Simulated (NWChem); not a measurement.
# C2H5N (ethanimine): levels of theory compared

We compute a comparison of 6 runs (HF/def2-SVP, HF/pcseg-2, B3LYP/6-31G*, PBE0/def2-SVP, BLYP/aug-cc-pVDZ, TPSSh/pcseg-2) of C2H5N (ethanimine). 

The calculation is run with NWChem 7.3.0.

1 further run of the same task is left out (set aside as unsound or not needed).

## Step 1: The system as given

C2H5N has 8 atoms, charge 0, and is taken as a singlet. As SMILES, `[H]/N=C\C`. The shape is that of a PBE0-D4/def2-TZVP optimisation.

Bond lengths: C1–C2 1.493 Å, C2–N3 1.263 Å, C1–H4 1.094 Å, C1–H5 1.092 Å, C1–H6 1.094 Å, C2–H7 1.095 Å, N3–H8 1.023 Å. Angles: C1–C2–N3 127.9°, C1–C2–H7 115.5°, N3–C2–H7 116.6°, C2–C1–H4 110.3°, C2–C1–H5 111.6°, C2–C1–H6 110.3°, C2–N3–H8 110.6°, H4–C1–H5 109.0°, H4–C1–H6 106.6°, H5–C1–H6 108.9°.

## Step 2: Energy and gradient at HF/def2-SVP (run 1)

Contents of c2h5n.nw:

```
echo
start c2h5n
title "C2H5N gradient"
memory total 2200 mb

geometry noautosym nocenter noautoz
 C     -0.471200     0.591900    -0.316000
 C      0.663100    -0.171000     0.284300
 N      0.697800    -1.395000     0.593600
 H     -0.168400     1.032800    -1.270700
 H     -1.342300    -0.045400    -0.480200
 H     -0.756700     1.422800     0.336400
 H      1.571900     0.409700     0.476500
 H     -0.194200    -1.845700     0.376100
end

basis "ao basis" spherical bse
 * library def2-SVP
end

scf
 thresh 1e-08
 maxiter 80
 print low
end

task scf gradient
```

On the command line:

```bash
$ nwchem c2h5n.nw > c2h5n.out
```

The log of the run:

```text
[...]
  functions       =    67
[...]
  wavefunction    = RHF
[...]
         Total SCF energy =   -132.975825022935
      One-electron energy =   -319.697389759581
      Two-electron energy =    115.561875593038
 Nuclear repulsion energy =     71.159689143608
        Time for solution =      4.1s
[...]
                         RHF ENERGY GRADIENTS
    atom               coordinates                        gradient
                 x          y          z           x          y          z
   1 C      -0.890439   1.118529  -0.597153    0.004070  -0.003582   0.002361
   2 C       1.253077  -0.323143   0.537249   -0.008132   0.019297  -0.007668
   3 N       1.318651  -2.636168   1.121741    0.011587  -0.014629   0.007791
   4 H      -0.318230   1.951709  -2.401275    0.000376   0.001146  -0.000836
   5 H      -2.536579  -0.085794  -0.907446   -0.000336  -0.000911   0.000102
   6 H      -1.429956   2.688702   0.635704   -0.000056   0.001432   0.000328
   7 H       2.970460   0.774221   0.900454    0.002106   0.001025   0.000528
   8 H      -0.366985  -3.487867   0.710726   -0.009615  -0.003778  -0.002606
 Task  times  cpu:        5.0s     wall:        5.0s
 Total times  cpu:        5.0s     wall:        5.0s
```

It took 5.7 s on 1 thread of Intel Xeon Platinum 8488C (Sapphire Rapids), shared host; peak memory 0.1 GiB.

## Step 3: Energy and forces at HF/pcseg-2 (run 2)

Contents of c2h5n.nw:

```
echo
start c2h5n
title "C2H5N hf"
memory 2200 mb
geometry noautosym nocenter noautoz
  C     -0.471200     0.591900    -0.316000
  C      0.663100    -0.171000     0.284300
  N      0.697800    -1.395000     0.593600
  H     -0.168400     1.032800    -1.270700
  H     -1.342300    -0.045400    -0.480200
  H     -0.756700     1.422800     0.336400
  H      1.571900     0.409700     0.476500
  H     -0.194200    -1.845700     0.376100
end
basis spherical bse
  * library pcseg-2
end
scf
  thresh 1e-08
  maxiter 80
end
task scf gradient
```

On the command line:

```bash
$ nwchem c2h5n.nw > c2h5n.out
```

The log of the run:

```text
[...]
  functions       =   160
[...]
  wavefunction    = RHF
[...]
         Total SCF energy =   -133.122041091623
      One-electron energy =   -319.944362273905
      Two-electron energy =    115.662632038675
 Nuclear repulsion energy =     71.159689143608
        Time for solution =     75.1s
[...]
                         RHF ENERGY GRADIENTS
    atom               coordinates                        gradient
                 x          y          z           x          y          z
   1 C      -0.890439   1.118529  -0.597153    0.008494  -0.005488   0.004443
   2 C       1.253077  -0.323143   0.537249   -0.012985   0.017613  -0.009037
   3 N       1.318651  -2.636168   1.121741    0.016547  -0.016039   0.009949
   4 H      -0.318230   1.951709  -2.401275    0.001548   0.003499  -0.005748
   5 H      -2.536579  -0.085794  -0.907446   -0.005238  -0.004297  -0.000871
   6 H      -1.429956   2.688702   0.635704   -0.001812   0.005725   0.003413
   7 H       2.970460   0.774221   0.900454    0.007755   0.005037   0.001625
   8 H      -0.366985  -3.487867   0.710726   -0.014310  -0.006050  -0.003775
[...]
```

Run time: 96 s. Hardware: 1 thread of Intel Xeon Platinum 8488C (Sapphire Rapids), shared host; peak memory 0.12 GiB.

Runs 3 to 4 aren't shown in full; the table further down has their settings and results.

## Step 4: Energy and forces at BLYP/aug-cc-pVDZ (run 5)

Contents of run.py:

```python
from ase import Atoms
from ase.calculators.nwchem import NWChem

atoms = Atoms(['C', 'C', 'N', 'H', 'H', 'H', 'H', 'H'], positions=[
    [-0.471200, 0.591900, -0.316000],
    [0.663100, -0.171000, 0.284300],
    [0.697800, -1.395000, 0.593600],
    [-0.168400, 1.032800, -1.270700],
    [-1.342300, -0.045400, -0.480200],
    [-0.756700, 1.422800, 0.336400],
    [1.571900, 0.409700, 0.476500],
    [-0.194200, -1.845700, 0.376100],
])

calc = NWChem(
    label='struct',
    theory='dft',
    memory='2200 mb',
    basis='aug-cc-pVDZ',
    basispar='spherical bse',
    dft={'xc': 'becke88 lyp', 'mult': '1', 'grid': 'fine', 'convergence': 'energy 1e-08', 'iterations': '100', 'mulliken': None},
)
atoms.calc = calc

forces = atoms.get_forces()
e = atoms.get_potential_energy()
print(f"E = {e:.6f} eV")
print("forces (eV/A):")
for s, f in zip(atoms.symbols, forces):
    print(f"{s:2s} {f[0]:10.5f} {f[1]:10.5f} {f[2]:10.5f}")
print("dipole (e A):", atoms.get_dipole_moment().round(4))
```

On the command line:

```bash
$ export ASE_NWCHEM_COMMAND="nwchem PREFIX.nwi > PREFIX.nwo"
$ python run.py
```

The log of the run:

```text
E = -3643.775382 eV
forces (eV/A):
C    -0.11354    0.09858   -0.06546
C     0.06891    0.96565   -0.20826
N     0.52451   -1.32448    0.51294
H     0.11323    0.20862   -0.40798
H    -0.37410   -0.25737   -0.07466
H    -0.13133    0.37080    0.26071
H     0.38515    0.25793    0.07837
H    -0.47283   -0.31974   -0.09570
dipole (e A): [-0.3197  0.3644 -0.2054]
```

The calculator wrote struct.nwi:

```
title "struct"

permanent_dir struct

scratch_dir struct

start struct

geometry units angstrom nocenter noautosym noautoz
  C  -4.7120000000000001e-01 5.9189999999999998e-01 -3.1600000000000000e-01
  C  6.6310000000000002e-01 -1.7100000000000001e-01 2.8430000000000000e-01
  N  6.9779999999999998e-01 -1.3950000000000000e+00 5.9360000000000002e-01
  H  -1.6839999999999999e-01 1.0327999999999999e+00 -1.2706999999999999e+00
  H  -1.3423000000000000e+00 -4.5400000000000003e-02 -4.8020000000000002e-01
  H  -7.5670000000000004e-01 1.4228000000000001e+00 3.3639999999999998e-01
  H  1.5719000000000001e+00 4.0970000000000001e-01 4.7649999999999998e-01
  H  -1.9420000000000001e-01 -1.8456999999999999e+00 3.7609999999999999e-01
end

memory 2200 mb

basis spherical bse noprint
   * library aug-cc-pVDZ
end

dft
  xc becke88 lyp
  mult 1
  grid fine
  convergence energy 1e-08
  iterations 100
  mulliken
end

task dft gradient
```

struct.nwo:

```text
Northwest Computational Chemistry Package (NWChem) 7.3.0
             --------------------------------------------------------

           Job information
           ---------------

    nwchem branch   = 7.3.0
    use scalapack   = T
    input           = struct.nwi
    prefix          = struct.
    data base       = struct/struct.db
    status          = startup
    nproc           =        1

           Memory information
           ------------------

    heap     =     72089594 doubles =      550.0 Mbytes
    stack    =     72089599 doubles =      550.0 Mbytes
    global   =    144179200 doubles =     1100.0 Mbytes (distinct from heap & stack)
    total    =    288358393 doubles =     2200.0 Mbytes
    verify   = yes
    hardfail = no

[... 105 lines left out ...]
  convergence criterion.
[... 36 lines left out ...]
          Spatial weights used:  Erf1
[... 98 lines left out ...]
         Total DFT energy =     -133.906276547509
[... 3 lines left out ...]
 Nuclear repulsion energy =       71.159689143608
[... 874 lines left out ...]
          Convergence on gradient requested:  5.00D-04
[... 23 lines left out ...]
          total energy or number of iterations.
[... 26 lines left out ...]
                         DFT ENERGY GRADIENTS

    atom               coordinates                        gradient
                 x          y          z           x          y          z
   1 C      -0.890439   1.118529  -0.597153    0.002208  -0.001917   0.001273
   2 C       1.253077  -0.323143   0.537249   -0.001340  -0.018779   0.004050
   3 N       1.318651  -2.636168   1.121741   -0.010200   0.025757  -0.009975
[... 4 lines of this table left out ...]
   8 H      -0.366985  -3.487867   0.710726    0.009195   0.006218   0.001861

                 ----------------------------------------
                 |  Time  |  1-e(secs)   |  2-e(secs)   |
                 ----------------------------------------
                 |  CPU   |       0.01   |       6.07   |
                 ----------------------------------------
                 |  WALL  |       0.01   |       6.07   |
                 ----------------------------------------

 Task  times  cpu:       38.0s     wall:       38.0s
 Total times  cpu:       38.0s     wall:       38.0s
```

It took 39 s on 1 thread of Intel Xeon Platinum 8488C (Sapphire Rapids), shared host; peak memory 0.12 GiB.

## Step 5: Energy and forces at TPSSh/pcseg-2 (run 6)

Contents of c2h5n.xyz:

```xyz
8

C     -0.471200     0.591900    -0.316000
C      0.663100    -0.171000     0.284300
N      0.697800    -1.395000     0.593600
H     -0.168400     1.032800    -1.270700
H     -1.342300    -0.045400    -0.480200
H     -0.756700     1.422800     0.336400
H      1.571900     0.409700     0.476500
H     -0.194200    -1.845700     0.376100
```

Contents of run.py:

```python
from ase.io import read
from ase.calculators.nwchem import NWChem

mol = read('c2h5n.xyz')

calc = NWChem(
    label='c2h5n',
    theory='dft',
    memory='2200 mb',
    basis='pcseg-2',
    basispar='spherical bse',
    dft={'xc': 'xctpssh', 'mult': '1', 'grid': 'fine', 'convergence': 'energy 1e-08', 'iterations': '100', 'mulliken': None},
)
mol.calc = calc

forces = mol.get_forces()
print("Total energy (eV):", round(mol.get_potential_energy(), 6))
print("forces (eV/A):")
for s, f in zip(mol.symbols, forces):
    print(f"{s:2s} {f[0]:10.5f} {f[1]:10.5f} {f[2]:10.5f}")
print("dipole (e A):", mol.get_dipole_moment().round(4))
```

On the command line:

```bash
$ export ASE_NWCHEM_COMMAND="nwchem PREFIX.nwi > PREFIX.nwo"
$ python run.py
```

The log of the run:

```text
Total energy (eV): -3646.623757
forces (eV/A):
C    -0.17031    0.12917   -0.09364
C     0.19268    0.33250   -0.00946
N     0.07569   -0.38438    0.12079
H    -0.00761   -0.00062    0.00334
H     0.01358    0.00956    0.00247
H    -0.00370   -0.00314   -0.00663
H    -0.03600   -0.02623   -0.00704
H    -0.06433   -0.05682   -0.00977
dipole (e A): [-0.3279  0.3615 -0.2077]
```

The calculator wrote c2h5n.nwi:

```
title "c2h5n"

permanent_dir c2h5n

scratch_dir c2h5n

start c2h5n

geometry units angstrom nocenter noautosym noautoz
  C  -4.7120000000000001e-01 5.9189999999999998e-01 -3.1600000000000000e-01
  C  6.6310000000000002e-01 -1.7100000000000001e-01 2.8430000000000000e-01
  N  6.9779999999999998e-01 -1.3950000000000000e+00 5.9360000000000002e-01
  H  -1.6839999999999999e-01 1.0327999999999999e+00 -1.2706999999999999e+00
  H  -1.3423000000000000e+00 -4.5400000000000003e-02 -4.8020000000000002e-01
  H  -7.5670000000000004e-01 1.4228000000000001e+00 3.3639999999999998e-01
  H  1.5719000000000001e+00 4.0970000000000001e-01 4.7649999999999998e-01
  H  -1.9420000000000001e-01 -1.8456999999999999e+00 3.7609999999999999e-01
end

memory 2200 mb

basis spherical bse noprint
   * library pcseg-2
end

dft
  xc xctpssh
  mult 1
  grid fine
  convergence energy 1e-08
  iterations 100
  mulliken
end

task dft gradient
```

c2h5n.nwo:

```text
Northwest Computational Chemistry Package (NWChem) 7.3.0
             --------------------------------------------------------

           Job information
           ---------------

    nwchem branch   = 7.3.0
    use scalapack   = T
    input           = c2h5n.nwi
    prefix          = c2h5n.
    data base       = c2h5n/c2h5n.db
    status          = startup
    nproc           =        1

           Memory information
           ------------------

    heap     =     72089594 doubles =      550.0 Mbytes
    stack    =     72089599 doubles =      550.0 Mbytes
    global   =    144179200 doubles =     1100.0 Mbytes (distinct from heap & stack)
    total    =    288358393 doubles =     2200.0 Mbytes
    verify   = yes
    hardfail = no

[... 105 lines left out ...]
  convergence criterion.
[... 38 lines left out ...]
          Spatial weights used:  Erf1
[... 89 lines left out ...]
         Total DFT energy =     -134.010952395560
[... 3 lines left out ...]
 Nuclear repulsion energy =       71.159689143608
[... 1189 lines left out ...]
          Convergence on gradient requested:  5.00D-04
[... 25 lines left out ...]
          total energy or number of iterations.
[... 26 lines left out ...]
                         DFT ENERGY GRADIENTS

    atom               coordinates                        gradient
                 x          y          z           x          y          z
   1 C      -0.890439   1.118529  -0.597153    0.003312  -0.002512   0.001821
   2 C       1.253077  -0.323143   0.537249   -0.003747  -0.006466   0.000184
   3 N       1.318651  -2.636168   1.121741   -0.001472   0.007475  -0.002349
[... 4 lines of this table left out ...]
   8 H      -0.366985  -3.487867   0.710726    0.001251   0.001105   0.000190

                 ----------------------------------------
                 |  Time  |  1-e(secs)   |  2-e(secs)   |
                 ----------------------------------------
                 |  CPU   |       0.04   |      15.45   |
                 ----------------------------------------
                 |  WALL  |       0.04   |      15.45   |
                 ----------------------------------------

 Task  times  cpu:       85.4s     wall:       85.4s
 Total times  cpu:       85.4s     wall:       85.4s
```

It took 87 s on 1 thread of Intel Xeon Platinum 8488C (Sapphire Rapids), shared host; peak memory 0.13 GiB.

## Step 6: The series

```tsv
run	level	iteration cap	module	energy (Eh)	largest force (eV/Å)	wall time
1	HF/def2-SVP	80	scf	-132.975825	1.147	5.7 s
2	HF/pcseg-2	80	scf	-133.122041	1.291	96 s
3	B3LYP/6-31G* (spherical functions)	100	dft	-133.948655	0.734	19 s
4	PBE0/def2-SVP	100	dft	-133.688822	0.380	26 s
5	BLYP/aug-cc-pVDZ	100	dft	-133.906277	1.514	39 s
6	TPSSh/pcseg-2	100	dft	-134.010952	0.410	87 s
```

## Step 7: What came out

| quantity | value |
| --- | --- |
| run 6: total energy | -134.01095 Eh |
| run 6: dipole moment | 2.55 D |
| run 6: HOMO energy | -6.79 eV |
| run 6: LUMO energy | -0.55 eV |
| run 6: HOMO–LUMO gap | 6.24 eV |
| run 6: largest force on an atom | 0.410 eV/Å |

**Reading.** Over runs 2, 3, 4, 5, 6 the dipole moment (its size) runs from 2.43 D (PBE0/def2-SVP) to 2.79 D (HF/pcseg-2). The two ends differ in method and basis. Over runs 2, 3, 4, 5, 6 the HOMO–LUMO gap runs from 4.85 eV (BLYP/aug-cc-pVDZ) to 14.04 eV (HF/pcseg-2). Totals of different functionals can't be ranked against each other. All runs together took 4.5 min, the longest 96 s.
